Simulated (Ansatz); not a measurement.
A relaxed structure of Au. Computed with PBEsol (plane waves to 420 eV, PAW, scalar-relativistic; Ansatz, an electronic-structure program).

```
CELL_PARAMETERS angstrom
      0.00000     2.04168     2.04168
      2.04168     0.00000     2.04168
      2.04168     2.04168     0.00000
ATOMIC_POSITIONS crystal
  Au 0.00000 0.00000 0.00000
```

Question: Determine the symmetry and give the standard cell with its independent sites.

Answer: Space group Fm-3m (No. 225); a = 4.083 Å, b = 4.083 Å, c = 4.083 Å, α = 90.00°, β = 90.00°, γ = 90.00°

```
atom  site  symmetry       x       y       z
----  ----  --------  ------  ------  ------
Au      4a      m-3m  0.0000  0.0000  0.0000
```

This is the fcc (Cu type).

Question: Give the shortest distances between elements (the closest pairs, up to four, under 3.6 Å).

Answer: Au–Au 2.89 Å.

```yaml
volume_per_atom: 17.02 Å³
band_gap: no gap (metallic)
```

No spin polarisation in the result.

Measured for Au: a 4.062 Å (static lattice; corrected from measurement; as listed in Daniel Mejia-Rodriguez, S. B. Trickey, Phys. Rev. B (2018)). Computed minus measured — a: PBEsol +0.5 %. The computed values are for a static lattice.

The run could not lose the symmetry of its start.
